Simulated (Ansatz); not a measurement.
**Bulk modulus of some fcc solids**

Method: HSE06 (Ansatz, a first-principles code, PAW). References are measured values corrected to a static lattice or taken at low temperature (these still hold zero-point motion). The table is a random draw of 8 from 11 solids with such references.

Values in GPa.

| solid | reference | HSE06 | error (%) |
|---|---|---|---|
| fcc Al | 80.8 (77.1–82.0) | 82.6 | +2.2 |
| fcc Pt | 289 | 277 | -4.2 |
| fcc Rh | 271 (271–289) | 291 | +7.4 |
| fcc Pb | 47 | 42.2 | -10.2 |
| fcc Pd | 195 (187–198) | 175 | -10.3 |
| fcc Ag | 110 (104–111) | 86.5 | -21 |
| fcc Cu | 144 | 129 | -10.4 |
| fcc Ni | 192 (186–195) | 180 | -6.2 |

Over these 8 solids the mean error is -6.6 %, the mean absolute error 9.0 % (median 8.8 %), and the worst case fcc Ag at -21 %; the value is too low in 6 of 8 cases. Over all 11 the mean error is -6.6 % and the mean absolute error 10.0 % (median 8.8 %).

All these references are brought to a static lattice.

Spin–orbit coupling is left out, also for the solids with elements from indium on (fcc Pt, fcc Pb); its size isn't shown.

Brackets give the range of our sources, which can hold other temperatures.

Differences are worked out from the printed values.

Each level is taken at its own relaxed cell. Ansatz's density-functional and Hartree–Fock values are scalar-relativistic unless marked +SOC, with PAW data made under PBE.

Ansatz's runs of these crystals have no spin polarisation, but for fcc Ni. A magnetic state wasn't tried for fcc Pt, fcc Rh, fcc Pd with meta-GGA or hybrid levels, which favour moments.

Density-functional runs with spin start from parallel moments for fcc Ni.

Not in this set, of the fcc solids with a reference value in our tables and a result at some level: 1 for sources at odds (fcc Ca). These can be a level's worst cases. Values held back for tests aren't counted. Layered and molecular crystals are counted apart. The metals Ce to Yb are counted apart.

References as tabulated in Levämäki et al. (2014), arXiv:1402.3671; Mejia-Rodriguez and Trickey (2018), arXiv:1807.09216; doi:10.1021/acs.jctc.3c00612.
